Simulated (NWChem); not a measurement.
# formamide (CH$_{3}$NO); SMILES NC=O

```xyz
6

N     -0.1774     1.0773     0.0000
C      0.3851    -0.1549     0.0000
O     -0.2212    -1.1978     0.0000
H     -1.1870     1.1589     0.0000
H      0.3853     1.9157     0.0000
H      1.5029    -0.1038     0.0000
```
Atoms are numbered in this order, from 1.

Program: NWChem. Pople sets run with spherical d functions. All runs use the structure optimised with PBE0/def2-SVP.

For level B3LYP/6-31G*:

```yaml
highest occupied level (eV): -6.92
orbital gap (eV): 7.84
dipole (D): 3.80
```

### Question
How do the values read with level BHandHLYP/6-31G* instead?

### Answer
- highest occupied level (eV): -8.89
- orbital gap (eV): 11.35
- dipole (D): 3.96
